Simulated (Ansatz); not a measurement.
## Basis-set limit of SiNH$_{3}$, triplet

```yaml
atoms:
  - { symbol: N, position_ang: [-1.7678, -0.0126, -0.0197] }
  - { symbol: H, position_ang: [-2.0651, 0.9552, -0.0197] }
  - { symbol: H, position_ang: [-2.0651, -0.4149, 0.8606] }
  - { symbol: H, position_ang: [-0.6498, -0.0126, -0.0197] }
  - { symbol: Si, position_ang: [1.0532, -0.0126, -0.0197] }
```

Connectivity, by distances: NH2 ··· Si, 1 bridging H.

Ansatz 0.2.0, UHF determinant, valence electrons correlated. Energies in eV.

```tsv
set	X	functions	Hartree–Fock	MP2 correlation	CCSD(T) correlation	time
def2-TZVPP	3	115	-9388.7414	-8.3227	-9.4544	23 s on 1 × NVIDIA H100 80GB HBM3 with 1 thread of AMD EPYC 7R13 Processor (Zen 3), with other jobs on the host
def2-QZVPP	4	217	-9389.0379	-8.8974	-9.9481	36 s on 1 × NVIDIA H100 80GB HBM3 with 1 thread of AMD EPYC 7R13 Processor (Zen 3), on a shared host
```

Hartree–Fock is taken to follow E(X) = E∞ + A·exp(−7.88·√X), correlation E(X) = E∞ + B·X^−2.97.

Cautions: lower spins were not checked.

Question: Work out the CCSD(T) energy at the limit, and how far the shortcut misses it that extrapolates MP2 and adds CCSD(T) minus MP2 from the smaller set.

Answer: Hartree–Fock: E∞ = E4 + 0.1377·(E4 − E3) = -9389.0787. Correlation: E∞ = E4 + 0.7407·(E4 − E3) = -10.3137 for CCSD(T) and -9.3231 for MP2. The limit is -9399.3925 eV, 0.407 eV below def2-QZVPP. The shortcut gives a correlation energy of -9.3231 + (-1.1317) = -10.4548, 141 meV lower than the direct value.

Past Ne part of the Hartree–Fock step between the two sets comes from the cores, which don't follow the formula, so the 41 meV that it adds to the total can overshoot; that part largely cancels in differences.
